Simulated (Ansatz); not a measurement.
AlBFH₃, SMILES F[BH][AlH2], a composite energy at a relaxed geometry

Computed with the Ansatz DFT code, driven from Python.

Notebook, run cell by cell (the value of a cell's last expression is shown):

```python
import itertools

import ansatz
from ase.data import atomic_numbers, covalent_radii
import numpy as np
```

```python
geometry_ang = [
    ("F", [-0.163, -1.9015, -1.11]),
    ("B", [-0.7159, -0.7598, -0.3315]),
    ("Al", [0.5472, 0.7146, 0.3139]),
    ("H", [-1.7862, -0.6875, -0.0638]),
    ("H", [2.1343, 0.6256, -0.0561]),
    ("H", [0.0257, 1.9446, 1.2013]),
]
molecule = ansatz.Crystal.molecule()
for symbol, xyz in geometry_ang:
    molecule = molecule.atom(symbol, xyz)

setup = (
    molecule.calculation()
    .basis(gaussian="def2-SVP")
    .functional("b3lyp")
)
symbols = [site.symbol for site in molecule.cartesian_sites]
start = np.array([site.position_ang for site in molecule.cartesian_sites], dtype=float)
report = setup.relax(force_tolerance=0.01, max_steps=100).run(threads=1).report
end = np.array(report["positions_ang"])
radius = [covalent_radii[atomic_numbers[s]] for s in symbols]
span = lambda where, i, j: np.linalg.norm(where[i] - where[j])
bonded = [(i, j) for i, j in itertools.combinations(range(len(symbols)), 2) if min(span(start, i, j), span(end, i, j)) < 1.2 * (radius[i] + radius[j])]
print("pair        before    after (A)")
for i, j in bonded:
    print(f"{symbols[i]}{i}-{symbols[j]}{j}".ljust(10), f"{span(start, i, j):8.4f} {span(end, i, j):8.4f}")
```

    pair        before    after (A)
    F0-B1        1.4884   1.3316
    B1-Al2       2.0459   2.1586
    B1-H3        1.1056   1.2199
    Al2-H4       1.6321   1.5935
    Al2-H5       1.6039   1.5935

```python
minimum = ansatz.Crystal.molecule()
for symbol, place in zip(symbols, end):
    minimum = minimum.atom(symbol, place.tolist())
at_minimum = minimum.calculation()
level = lambda method, basis: at_minimum.basis(gaussian=basis).correlation(method).run(threads=1).report
small, large, cluster = level("mp2", "cc-pVDZ"), level("mp2", "cc-pVTZ"), level("ccsd_t", "cc-pVDZ")
corr = lambda each: (each["free_energy_ev"] - each["reference_energy_ev"]) / 27.211386246
mp2_limit = (27 * corr(large) - 8 * corr(small)) / 19
pieces = {"HF / cc-pVTZ": large["reference_energy_ev"] / 27.211386246, "MP2 correlation, DZ-TZ limit": mp2_limit, "CCSD(T) - MP2 / cc-pVDZ": corr(cluster) - corr(small)}
for name, value in pieces.items():
    print(f"{name:32s} {value:14.6f} Ha")
print(f"{'sum':32s} {sum(pieces.values()):14.6f} Ha")
print("T1 diagnostic", round(cluster["correlation"]["coupled_cluster"]["t1_diagnostic"], 4))
```

    HF / cc-pVTZ                        -367.852180 Ha
    MP2 correlation, DZ-TZ limit          -0.467632 Ha
    CCSD(T) - MP2 / cc-pVDZ               -0.041463 Ha
    sum                                 -368.361275 Ha
    T1 diagnostic 0.0151

Notes:
- Total energies depend on the basis set; only differences at equal settings carry meaning.
- The sum leaves out core correlation, relativity, the Hartree-Fock basis error and zero-point energy; a DZ-TZ extrapolation is rough.
- b3lyp holds the VWN-RPA fit, as in Gaussian; the form of ORCA and Turbomole is b3lyp5.
- Inner cores stay frozen, so this is valence correlation.
- For Al to Cl the sets with a tight d function, cc-pV(X+d)Z, are usual.
- Run time: 36 s on 1 thread of Arm Neoverse V1, with other jobs on the host, peak memory 0.27 GiB.
